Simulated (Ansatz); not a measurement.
Basis-set extrapolation for H$_{2}$O$_{4}$S (`O=S(=O)(O)O`) (PBE0-D4/def2-TZVP geometry, frozen core, Ansatz 0.2.0). Multiplicity 1, RHF reference.

|  | cc-pV(T+d)Z | cc-pV(Q+d)Z |
| --- | --- | --- |
| HF | -698.270917 | -698.302199 |
| MP2 correlation | -1.139697 | -1.234987 |
| CCSD(T) correlation | -1.183594 | -1.276263 |

Energies in hartree. Use E(X) = E(∞) + A·exp(−5.46·√X) for Hartree–Fock and E(X) = E(∞) + B·X^(−3.05) for correlation, with X = 3 and 4.

Q: What is the CCSD(T) energy at the basis-set limit?

A: HF limit: -698.302199 + (-0.031282) × 0.30130 = -698.31162. Correlation limit: -1.276263 + (-0.092669) × 0.71189 = -1.34223. Total: -699.65385 hartree, 5.42 eV below CCSD(T)/cc-pV(T+d)Z.
